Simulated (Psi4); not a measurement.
# UHF/CBS (density fitting, extrapolation scf/jun-cc-pv[dt]z) run of SiH2F (SMILES F[SiH2]), part 2 of 2

Psi4 1.11. Earlier steps stand in the parts before.

## Step 3: The quartet at the same level

calc.py reads:

```python
import psi4

psi4.set_memory('1600 MB')
psi4.set_num_threads(1)
psi4.core.set_output_file('psi4.out', False)

m = psi4.geometry("""
0 4
F      1.205590     0.647540    -0.425510
Si    -0.122150    -0.264920    -0.246870
H     -1.219930     0.678520    -0.261640
H      0.136490    -1.061140     0.934020
units angstrom
symmetry c1
no_reorient
no_com
""")

options = {'reference': 'uhf', 'scf_type': 'df', 'freeze_core': True}
psi4.set_options(options)

result, w = psi4.energy('scf/jun-cc-pv[dt]z', molecule=m, return_wfn=True)
print(f'total energy {result:.8f} hartree = {result * 27.211386:.5f} eV')
```

On the command line:

```sh
$ python calc.py
```

psi4.out:

```text
Psi4 1.11 release

   => Loading Basis Set <=

    Name: JUN-CC-PVTZ
    Role: ORBITAL
    Keyword: BASIS

         ---------------------------------------------------------
                                   SCF
                              UHF Reference
                        1 Threads,   1525 MiB Core
         ---------------------------------------------------------

  ==> Geometry <==

    Molecular point group: c1
    Full point group: C1

    Geometry (in Bohr), charge = 0, multiplicity = 4:

       Center              X                  Y                   Z               Mass
    ------------   -----------------  -----------------  -----------------  -----------------
         F            2.278234919591     1.223673255279    -0.804097363644    18.998403162730
         SI          -0.230830046225    -0.500626245156    -0.466516688592    27.976926534650
         H           -2.305333592230     1.282216970646    -0.494427943465     1.007825032230
         H            0.257928718864    -2.005263980768     1.765041995700     1.007825032230

  Running in c1 symmetry.

  Rotational constants: A =      2.53236  B =      0.38588  C =      0.38314 [cm^-1]
  Rotational constants: A =  75918.36834  B =  11568.29731  C =  11486.33968 [MHz]
  Nuclear repulsion =   55.499457272815420

  Charge       = 0
  Multiplicity = 4
  Electrons    = 25
  Nalpha       = 14
  Nbeta        = 11

  ==> Algorithm <==

  SCF Algorithm Type is DF.
  DIIS enabled.
  MOM disabled.
  Fractional occupation disabled.
  Guess Type is SAD.
  Energy threshold   = 1.00e-06
  Density threshold  = 1.00e-06
  Integral threshold = 1.00e-12

  ==> Primary Basis <==

  Basis Set: JUN-CC-PVTZ
    Blend: JUN-CC-PVTZ
    Number of shells: 40
    Number of basis functions: 110
    Number of Cartesian functions: 124
    Spherical Harmonics?: true
    Max angular momentum: 3

   => Loading Basis Set <=

    Name: (JUN-CC-PVTZ AUX)
    Role: JKFIT
    Keyword: DF_BASIS_SCF

  ==> Integral Setup <==

  DFHelper Memory: AOs need 0.029 GiB; user supplied 1.118 GiB.
  SCF_SUBTYPE=INCORE selected. In-core MEM_DF algorithm will be used.
  Using in-core AOs.

  ==> MemDFJK: Density-Fitted J/K Matrices <==

    J tasked:                   Yes
    K tasked:                   Yes
    wK tasked:                   No
    Memory [MiB]:              1144
    Algorithm:                 Core
    Schwarz Cutoff:           1E-12
    Mask sparsity (%):       0.0000
    Fitting Condition:        1E-10

   => Auxiliary Basis Set <=

  Basis Set: (JUN-CC-PVTZ AUX)
    Blend: JUN-CC-PVTZ-JKFIT
    Number of shells: 90
    Number of basis functions: 292
    Number of Cartesian functions: 351
    Spherical Harmonics?: true
    Max angular momentum: 4

  Minimum eigenvalue in the overlap matrix is 7.6735202928E-04.
  Reciprocal condition number of the overlap matrix is 1.2917954531E-04.
    Using symmetric orthogonalization.

  ==> Pre-Iterations <==

  SCF Guess: Superposition of Atomic Densities via on-the-fly atomic UHF (no occupation information).

   -------------------------
    Irrep   Nso     Nmo
   -------------------------
     A        110     110
   -------------------------
    Total     110     110
   -------------------------

  ==> Iterations <==

                           Total Energy        Delta E     RMS |[F,P]|

   @DF-UHF iter SAD:  -388.88754456873983   -3.88888e+02   0.00000e+00
   @DF-UHF iter   1:  -389.23128264960280   -3.43738e-01   3.17109e-03 ADIIS/DIIS
   @DF-UHF iter   2:  -389.27472907211717   -4.34464e-02   2.51230e-03 ADIIS/DIIS
   @DF-UHF iter   3:  -389.30044745038765   -2.57184e-02   4.75210e-04 ADIIS/DIIS
   @DF-UHF iter   4:  -389.30612081674508   -5.67337e-03   2.29969e-04 ADIIS/DIIS
   @DF-UHF iter   5:  -389.30843078583143   -2.30997e-03   1.17714e-04 ADIIS/DIIS
   @DF-UHF iter   6:  -389.30932948853319   -8.98703e-04   6.11793e-05 DIIS
   @DF-UHF iter   7:  -389.30966530307688   -3.35815e-04   3.00415e-05 DIIS
   @DF-UHF iter   8:  -389.30976644091595   -1.01138e-04   1.64349e-05 DIIS
   @DF-UHF iter   9:  -389.30980416423631   -3.77233e-05   7.18057e-06 DIIS
   @DF-UHF iter  10:  -389.30981019017713   -6.02594e-06   3.24312e-06 DIIS
   @DF-UHF iter  11:  -389.30981103670007   -8.46523e-07   1.19024e-06 DIIS
   @DF-UHF iter  12:  -389.30981113866613   -1.01966e-07   4.07217e-07 DIIS
  Energy and wave function converged.

  ==> Post-Iterations <==

   @Spin Contamination Metric:   2.723623026E-02
   @S^2 Expected:                3.750000000E+00
   @S^2 Observed:                3.777236230E+00
   @S   Expected:                1.500000000E+00
   @S   Observed:                1.500000000E+00

    Orbital Energies [Eh]
    ---------------------

    Alpha Occupied:

       1A    -68.869364     2A    -26.307671     3A     -6.213030
       4A     -4.322595     5A     -4.321762     6A     -4.317472
       7A     -1.609328     8A     -0.855140     9A     -0.724094
      10A     -0.715926    11A     -0.680376    12A     -0.640426
      13A     -0.388925    14A     -0.189524

    Alpha Virtual:

      15A      0.048756    16A      0.050126    17A      0.056471
      18A      0.076482    19A      0.104931    20A      0.113904
      21A      0.149579    22A      0.157340    23A      0.162366
      24A      0.217945    25A      0.249407    26A      0.268361
      27A      0.276261    28A      0.284115    29A      0.333595
      30A      0.342811    31A      0.410769    32A      0.413165
[... 24 lines of this table left out ...]
     105A      9.317275   106A      9.327662   107A      9.390297
     108A      9.414129   109A      9.549607   110A     12.874276

    Beta Occupied:

       1A    -68.860579     2A    -26.298955     3A     -6.201403
       4A     -4.304292     5A     -4.303833     6A     -4.300343
       7A     -1.584915     8A     -0.756850     9A     -0.659548
      10A     -0.647422    11A     -0.543605

    Beta Virtual:

      12A     -0.164602    13A      0.026013    14A      0.055480
      15A      0.059061    16A      0.063341    17A      0.099426
      18A      0.135017    19A      0.142798    20A      0.157021
      21A      0.171227    22A      0.175166    23A      0.192222
      24A      0.264786    25A      0.284860    26A      0.288989
      27A      0.293449    28A      0.313930    29A      0.376611
[... 25 lines of this table left out ...]
     105A      9.329547   106A      9.341235   107A      9.399917
     108A      9.424341   109A      9.558316   110A     12.882980

    Final Occupation by Irrep:
              A
    DOCC [    11 ]
    SOCC [     3 ]
    NA   [    14 ]
    NB   [    11 ]

  @DF-UHF Final Energy:  -389.30981113866613

   => Energetics <=

    Nuclear Repulsion Energy =             55.4994572728154196
    One-Electron Energy =                -651.0010952520552792
    Two-Electron Energy =                 206.1918268405737535
    Total Energy =                       -389.3098111386660776

  UHF NO Occupations:
  HONO-2 :   12  A 1.0000000
  HONO-1 :   13  A 1.0000000
  HONO-0 :   14  A 1.0000000
  LUNO+0 :   15  A 0.0129793
  LUNO+1 :   16  A 0.0003430
  LUNO+2 :   17  A 0.0003129
  LUNO+3 :   18  A 0.0000436

Computation Completed

Properties will be evaluated at   0.000000,   0.000000,   0.000000 [a0]

Properties computed using the SCF density matrix

 Multipole Moments:

 ------------------------------------------------------------------------------------
     Multipole            Electronic (a.u.)      Nuclear  (a.u.)        Total (a.u.)
 ------------------------------------------------------------------------------------

 L = 1.  Multiply by 2.5417464519 to convert [e a0] to [Debye]
 Dipole X            :        -15.4812648           15.2250888           -0.2561760
 Dipole Y            :         -3.1703261            3.2812449            0.1109187
 Dipole Z            :         12.9492338          -12.4974959            0.4517379
 Magnitude           :                                                    0.5310332

 ------------------------------------------------------------------------------------

	total time  =          4 seconds =       0.07 minutes

    Psi4 run time: 0:00:04.47

    -----------------------------------------------------------------------
                               Psi4 1.11 release

    h
    h
    h

    -----------------------------------------------------------------------

    Memory:     1.5 GiB
    Threads:    1
                ecpint, einsums, f̶o̶r̶t̶e̶, gauxc, gcp, g̶d̶m̶a̶, geometric, g̶p̶u̶_̶d̶f̶c̶c̶,
                i̶n̶t̶e̶g̶r̶a̶t̶o̶r̶x̶x̶, i̶p̶i̶, libefp, m̶d̶i̶, m̶p̶2̶d̶, m̶r̶c̶c̶, ooo,
                o̶p̶e̶n̶f̶e̶r̶m̶i̶o̶n̶p̶s̶i̶4̶, pcmsolver, p̶s̶i̶4̶f̶o̶c̶k̶c̶i̶, p̶s̶i̶x̶a̶s̶,
                p̶y̶e̶i̶n̶s̶u̶m̶s̶, r̶e̶s̶p̶, s̶i̶m̶i̶n̶t̶, s̶n̶s̶m̶p̶2̶,
                v̶2̶r̶d̶m̶_̶c̶a̶s̶s̶c̶f̶

   => Loading Basis Set <=

    Name: JUN-CC-PVDZ
    Role: ORBITAL
    Keyword: BASIS

         ---------------------------------------------------------
                                   SCF
                              UHF Reference
                        1 Threads,   1525 MiB Core
         ---------------------------------------------------------

  ==> Geometry <==

    Molecular point group: c1
    Full point group: C1

    Geometry (in Bohr), charge = 0, multiplicity = 4:

       Center              X                  Y                   Z               Mass
    ------------   -----------------  -----------------  -----------------  -----------------
         F            2.278234919591     1.223673255279    -0.804097363644    18.998403162730
         SI          -0.230830046225    -0.500626245156    -0.466516688592    27.976926534650
         H           -2.305333592230     1.282216970646    -0.494427943465     1.007825032230
         H            0.257928718864    -2.005263980768     1.765041995700     1.007825032230

  Running in c1 symmetry.

  Rotational constants: A =      2.53236  B =      0.38588  C =      0.38314 [cm^-1]
  Rotational constants: A =  75918.36834  B =  11568.29731  C =  11486.33968 [MHz]
  Nuclear repulsion =   55.499457272815420

  Charge       = 0
  Multiplicity = 4
  Electrons    = 25
  Nalpha       = 14
  Nbeta        = 11

  ==> Algorithm <==

  SCF Algorithm Type is DF.
  DIIS enabled.
  MOM disabled.
  Fractional occupation disabled.
  Guess Type is SAD.
  Energy threshold   = 1.00e-06
  Density threshold  = 1.00e-06
  Integral threshold = 1.00e-12

  ==> Primary Basis <==

  Basis Set: JUN-CC-PVDZ
    Blend: JUN-CC-PVDZ
    Number of shells: 24
    Number of basis functions: 50
    Number of Cartesian functions: 52
    Spherical Harmonics?: true
    Max angular momentum: 2

   => Loading Basis Set <=

    Name: (JUN-CC-PVDZ AUX)
    Role: JKFIT
    Keyword: DF_BASIS_SCF

  ==> Integral Setup <==

  DFHelper Memory: AOs need 0.005 GiB; user supplied 1.118 GiB.
  SCF_SUBTYPE=INCORE selected. In-core MEM_DF algorithm will be used.
  Using in-core AOs.

  ==> MemDFJK: Density-Fitted J/K Matrices <==

    J tasked:                   Yes
    K tasked:                   Yes
    wK tasked:                   No
    Memory [MiB]:              1144
    Algorithm:                 Core
    Schwarz Cutoff:           1E-12
    Mask sparsity (%):       0.0000
    Fitting Condition:        1E-10

   => Auxiliary Basis Set <=

  Basis Set: (JUN-CC-PVDZ AUX)
    Blend: JUN-CC-PVDZ-JKFIT
    Number of shells: 84
    Number of basis functions: 246
    Number of Cartesian functions: 281
    Spherical Harmonics?: true
    Max angular momentum: 3

  Minimum eigenvalue in the overlap matrix is 3.6711204867E-03.
  Reciprocal condition number of the overlap matrix is 7.6726621837E-04.
    Using symmetric orthogonalization.

  ==> Pre-Iterations <==

  SCF Guess: Superposition of Atomic Densities via on-the-fly atomic UHF (no occupation information).

   -------------------------
    Irrep   Nso     Nmo
   -------------------------
     A         50      50
   -------------------------
    Total      50      50
   -------------------------

  ==> Iterations <==

                           Total Energy        Delta E     RMS |[F,P]|

   @DF-UHF iter SAD:  -388.85475176057781   -3.88855e+02   0.00000e+00
   @DF-UHF iter   1:  -389.17102444860035   -3.16273e-01   6.73988e-03 ADIIS/DIIS
   @DF-UHF iter   2:  -389.21261376424360   -4.15893e-02   5.40511e-03 ADIIS/DIIS
   @DF-UHF iter   3:  -389.24021464302376   -2.76009e-02   1.02863e-03 ADIIS/DIIS
   @DF-UHF iter   4:  -389.24553848425307   -5.32384e-03   4.47677e-04 ADIIS/DIIS
   @DF-UHF iter   5:  -389.24747486252511   -1.93638e-03   2.34857e-04 ADIIS/DIIS
   @DF-UHF iter   6:  -389.24823890191112   -7.64039e-04   1.31432e-04 ADIIS/DIIS
   @DF-UHF iter   7:  -389.24856002106128   -3.21119e-04   6.17501e-05 DIIS
   @DF-UHF iter   8:  -389.24864427487711   -8.42538e-05   2.88099e-05 DIIS
   @DF-UHF iter   9:  -389.24866561507832   -2.13402e-05   1.18528e-05 DIIS
   @DF-UHF iter  10:  -389.24866854848062   -2.93340e-06   5.85061e-06 DIIS
   @DF-UHF iter  11:  -389.24866928011500   -7.31634e-07   1.67260e-06 DIIS
   @DF-UHF iter  12:  -389.24866933300024   -5.28852e-08   5.15559e-07 DIIS
  Energy and wave function converged.

  ==> Post-Iterations <==

   @Spin Contamination Metric:   2.688238851E-02
   @S^2 Expected:                3.750000000E+00
   @S^2 Observed:                3.776882389E+00
   @S   Expected:                1.500000000E+00
   @S   Observed:                1.500000000E+00

    Orbital Energies [Eh]
    ---------------------

    Alpha Occupied:

       1A    -68.884247     2A    -26.314354     3A     -6.227740
       4A     -4.336160     5A     -4.336149     6A     -4.332499
       7A     -1.615704     8A     -0.859240     9A     -0.725782
      10A     -0.713777    11A     -0.678205    12A     -0.638932
      13A     -0.389610    14A     -0.185913

    Alpha Virtual:

      15A      0.052198    16A      0.054963    17A      0.064281
      18A      0.088620    19A      0.150336    20A      0.154239
      21A      0.263979    22A      0.270280    23A      0.275486
      24A      0.411473    25A      0.423377    26A      0.451377
      27A      0.507819    28A      0.517373    29A      0.533305
      30A      0.556874    31A      0.578298    32A      0.630097
[... 4 lines of this table left out ...]
      45A      2.663714    46A      3.964423    47A      3.968052
      48A      4.020301    49A      4.040469    50A      4.268271

    Beta Occupied:

       1A    -68.876025     2A    -26.304602     3A     -6.216498
       4A     -4.320316     5A     -4.319175     6A     -4.315458
       7A     -1.587829     8A     -0.754887     9A     -0.656323
      10A     -0.642405    11A     -0.545646

    Beta Virtual:

      12A     -0.168111    13A      0.027779    14A      0.059302
      15A      0.064607    16A      0.069642    17A      0.109651
      18A      0.197211    19A      0.203139    20A      0.236519
      21A      0.283187    22A      0.284537    23A      0.292678
      24A      0.452586    25A      0.464457    26A      0.525611
      27A      0.562106    28A      0.587077    29A      0.603034
[... 5 lines of this table left out ...]
      45A      2.677143    46A      3.979110    47A      3.983741
      48A      4.032327    49A      4.055078    50A      4.281697

    Final Occupation by Irrep:
              A
    DOCC [    11 ]
    SOCC [     3 ]
    NA   [    14 ]
    NB   [    11 ]

  @DF-UHF Final Energy:  -389.24866933300024

   => Energetics <=

    Nuclear Repulsion Energy =             55.4994572728154196
    One-Electron Energy =                -650.7186864745237926
    Two-Electron Energy =                 205.9705598687081363
    Total Energy =                       -389.2486693330001799

  UHF NO Occupations:
  HONO-2 :   12  A 1.0000000
  HONO-1 :   13  A 1.0000000
  HONO-0 :   14  A 1.0000000
  LUNO+0 :   15  A 0.0127622
  LUNO+1 :   16  A 0.0003490
  LUNO+2 :   17  A 0.0003441
  LUNO+3 :   18  A 0.0000498

Computation Completed

Properties will be evaluated at   0.000000,   0.000000,   0.000000 [a0]

Properties computed using the SCF density matrix

 Multipole Moments:

 ------------------------------------------------------------------------------------
     Multipole            Electronic (a.u.)      Nuclear  (a.u.)        Total (a.u.)
 ------------------------------------------------------------------------------------

 L = 1.  Multiply by 2.5417464519 to convert [e a0] to [Debye]
 Dipole X            :        -15.7344300           15.2250888           -0.5093413
 Dipole Y            :         -3.2717869            3.2812449            0.0094580
 Dipole Z            :         13.0887994          -12.4974959            0.5913036
 Magnitude           :                                                    0.7804857

 ------------------------------------------------------------------------------------

	total time  =          1 seconds =       0.02 minutes

    Psi4 run time: 0:00:01.28

  //>>>>>>>>>>>>>>>>>>>>>>>>>>>>>>>>>>>//
  //            CBS Results            //
  //<<<<<<<<<<<<<<<<<<<<<<<<<<<<<<<<<<<//

   ==> Components <==

  ---------------------------------------------------------------------------------------------------------
                          Method / Basis                      Rqd      Energy [Eh]   Variable
  ---------------------------------------------------------------------------------------------------------
                             scf / jun-cc-pvdz                 *     -389.24866933   SCF TOTAL ENERGY
                             scf / jun-cc-pvtz                 *     -389.30981114   SCF TOTAL ENERGY
  ---------------------------------------------------------------------------------------------------------

   ==> Stages <==

  ---------------------------------------------------------------------------------------------------------
      Stage               Method / Basis                       Wt      Energy [Eh]   Scheme
  ---------------------------------------------------------------------------------------------------------
        scf                  scf / jun-cc-pv[dt]z               1    -389.32470969   scf_xtpl_helgaker_2
  ---------------------------------------------------------------------------------------------------------

   ==> CBS <==

  ---------------------------------------------------------------------------------------------------------
      Stage               Method / Basis                               Energy [Eh]   Scheme
  ---------------------------------------------------------------------------------------------------------
        scf                  scf / jun-cc-pv[dt]z                    -389.32470969   scf_xtpl_helgaker_2
      total                  CBS                                     -389.32470969
  ---------------------------------------------------------------------------------------------------------
```

The script printed:

```text
total energy -389.32470969 hartree = -10594.06495 eV
```

Run time: 11 s. Hardware: 1 thread of AMD EPYC 7R43 (Zen 3), shared host; peak memory 0.31 GiB.

## Step 4: Summary of results

The summary covers parts 1 to 2.

Level: UHF/CBS (density fitting, extrapolation scf/jun-cc-pv[dt]z).

| quantity | value |
| --- | --- |
| doublet: total energy | -389.61370 Eh |
| doublet: ⟨S²⟩ of the reference determinant | 0.753 |
| quartet: total energy | -389.32471 Eh |
| quartet: ⟨S²⟩ of the reference determinant | 3.777 |
| vertical energy of the quartet above the doublet | 7.864 eV |

In words: At this shape the quartet lies 7.86 eV (759 kJ/mol) above the doublet.
